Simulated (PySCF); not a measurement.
**Computed NMR parameters against published values**

Atoms are numbered as in `[CH3:1][O:2][CH2:3][CH2:4][O:5][CH3:6]`; H(Xn) means a hydrogen on atom n.

Measured values that the calculation should reproduce: δ $^{13}$C C3/C4 71.8; C1/C6 59.1; δ $^{1}$H H(C3)/H(C4) 3.55; H(C1)/H(C6) 3.40 ppm (measured; solution, CDCl3, 298 K; Fulmer et al., Organometallics 2010, 29, 2176).
δ $^{13}$C C3/C4 72.5; C1/C6 58.5; δ $^{1}$H H(C3)/H(C4) 3.46; H(C1)/H(C6) 3.28 ppm (measured; solution, acetone-d6, 298 K; Fulmer et al., Organometallics 2010, 29, 2176).

PySCF calculation with shielding tensors at B97-2/pcSseg-2 (GIAO) and coordinates at the PBE0-D3(BJ)/def2-TZVP level; single conformer, isolated molecule, fast rotation and ring inversion assumed for equivalent nuclei, relativity neglected.

**Question.** What does the calculation give, and how does it compare?

**Answer.** 
Reference values: measured (solution, CDCl3, 298 K; Fulmer et al., Organometallics 2010, 29, 2176).
| atoms | quantity | reference | computed | computed, scaled |
| --- | --- | --- | --- | --- |
| C3/C4 | δ $^{13}$C | 71.8 | 74.4 | 69.8 |
| C1/C6 | δ $^{13}$C | 59.1 | 62.1 | 57.9 |
| H(C3)/H(C4) | δ $^{1}$H | 3.55 | 3.52 | 3.45 |
| H(C1)/H(C6) | δ $^{1}$H | 3.40 | 3.40 | 3.33 |

Reference values: measured (solution, acetone-d6, 298 K; Fulmer et al., Organometallics 2010, 29, 2176).
```json
{"atoms": "C3/C4", "quantity": "δ $^{13}$C", "reference": "72.5", "computed": "74.4", "computed, scaled": "69.8"}
{"atoms": "C1/C6", "quantity": "δ $^{13}$C", "reference": "58.5", "computed": "62.1", "computed, scaled": "57.9"}
{"atoms": "H(C3)/H(C4)", "quantity": "δ $^{1}$H", "reference": "3.46", "computed": "3.52", "computed, scaled": "3.45"}
{"atoms": "H(C1)/H(C6)", "quantity": "δ $^{1}$H", "reference": "3.28", "computed": "3.40", "computed, scaled": "3.33"}
```

Computed shifts are σ(ref) − σ with the named reference compound (TMS for H and C) calculated as an isolated molecule at the same level. The measured values may be among those fitted. Empirical linear scaling, fitted to shifts measured mostly in CDCl3 for H and C (δ vs TMS): $^{1}$H (scatter 0.14 ppm rms, 0.16 ppm with the 4 outliers that the fit left out); $^{13}$C (scatter 2.0 ppm rms, 2.1 ppm with the 1 outlier that the fit left out). Occasional misses reach two or three times the rms, and more in compound classes unlike the fitted ones.

**Question.** How far are the unscaled $^{13}$C shifts from the references?

**Answer.** Mean signed difference +2.78 ppm, mean absolute 2.78 ppm over 4 comparisons; the largest is +3.6 ppm at C1/C6 (methyl carbon bonded to O).

**Question.** How far are the unscaled $^{1}$H shifts from the references?

**Answer.** Mean signed difference +0.04 ppm, mean absolute 0.05 ppm over 4 comparisons; the largest is +0.12 ppm at H(C1)/H(C6) (hydrogen on a methyl carbon bonded to O).

8 of the 49 published NMR values on file for this molecule are compared. The rest: values from further sources, protons in aromatic solvents.
